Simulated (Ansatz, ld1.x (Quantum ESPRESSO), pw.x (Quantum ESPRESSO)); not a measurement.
# Ir (Z = 77): does the PAW potential hold in the solid?

- Element: iridium (Ir)
- Generator: ld1.x (Quantum ESPRESSO) 7.5
- Type: PAW
- Functional: LDA (PW92)
- Relativity: scalar-relativistic
- Frozen core: [Xe] 4f14
- Valence charge: 9
- Reference configuration: 5d7 6s1 6p1
- Partial waves: 6s (bound): rcut 2.05, rcutus 2.55 bohr; 6s channel at 1.25 Ry: rcut 2.05, rcutus 2.55 bohr; 6p (bound): rcut 3.25, rcutus 3.70 bohr; 6p channel at 0.9 Ry: rcut 3.25, rcutus 3.70 bohr; 5d (bound): rcut 1.95, rcutus 2.35 bohr; 5d channel at 0.45 Ry: rcut 1.95, rcutus 2.35 bohr
- Local potential: all-electron potential smoothed inside 2.65 bohr (lloc = -1)
- Core correction: Bessel-smoothed model core inside 2.30 bohr
- Augmentation charge: GAUSS, radius 2.00 bohr

Atomic tests: cutoffs needed: 18 Ry and 30 Ry (the cutoffs (Ry, on a coarse ladder) from which the occupation-weighted sum of valence levels, in a spherical-Bessel basis at the reference potential, stays within 10 and 1 mRy of its value at 400 Ry); ghost test: no extra level below or beside the all-electron valence levels (s, p, d, f tested) (spherical-Bessel basis up to 400 Ry, 20 bohr box); configuration tests: 1 of 9 tests not solved or not reliable.

Crystal test: fcc Ir in pw.x 7.5, no spin, 15³ k-points, Fermi–Dirac smearing 0.01 Ry, cutoffs 40/320 Ry. The reference is all-electron LAPW (Ansatz 0.2.0) with the same functional, mesh and smearing; V0 and B0 come from Birch–Murnaghan fits to the pressures at five volumes. Errors are pseudo minus all-electron; Δ is the rms difference of the E(V) curves that follow from these fits, minima aligned, over ±6 % about the mean V0. Mesh and smearing are coarse, so the numbers serve the comparison and aren't converged zero-temperature values; the lattice is a test structure that the element need not adopt.

All-electron: a0 = 3.812 Å (V0 = 13.85 Å³/atom), B0 = 402.4 GPa.

Problem. How far does the potential miss the all-electron equation of state?

Solution. mean pressure error (GPa): +9.18; a0 (Å): 3.839; a0 error (%): +0.72; B0 error (%): +1.1; Δ (meV/atom): 26.9. The largest radius (3.70 bohr) exceeds half the bond length (2.55 bohr), so the spheres overlap, which is one possible source of error among others. This is a poor potential for the solid. Atomic configuration tests: 1 of 9 tests not solved or not reliable.

```json
{"V (Å³/atom)": "13.203", "P all-electron (GPa)": "21.62", "P pseudo (GPa)": "33.47"}
{"V (Å³/atom)": "13.551", "P all-electron (GPa)": "9.22", "P pseudo (GPa)": "19.56"}
{"V (Å³/atom)": "13.898", "P all-electron (GPa)": "-1.45", "P pseudo (GPa)": "7.57"}
{"V (Å³/atom)": "14.245", "P all-electron (GPa)": "-10.62", "P pseudo (GPa)": "-2.77"}
{"V (Å³/atom)": "14.593", "P all-electron (GPa)": "-18.49", "P pseudo (GPa)": "-11.67"}
```

Problem. At the middle volume, how do free energy and pressure move when the wave cutoff is lowered (ecutrho held at 320 Ry)?

Solution.

| cutoff (Ry) | shift of F (meV/atom) | shift of P (GPa) |
| --- | --- | --- |
| 18 | +241.0 | -0.91 |
| 24 | +102.2 | -2.32 |
| 32 | +3.7 | -0.04 |

The run at the middle volume (120 k-points, 8 iterations) took about 11 s on one core of a shared host (Intel(R) Xeon(R) Platinum 8375C CPU @ 2.90GHz, 96 threads, 744 GiB, load 32).
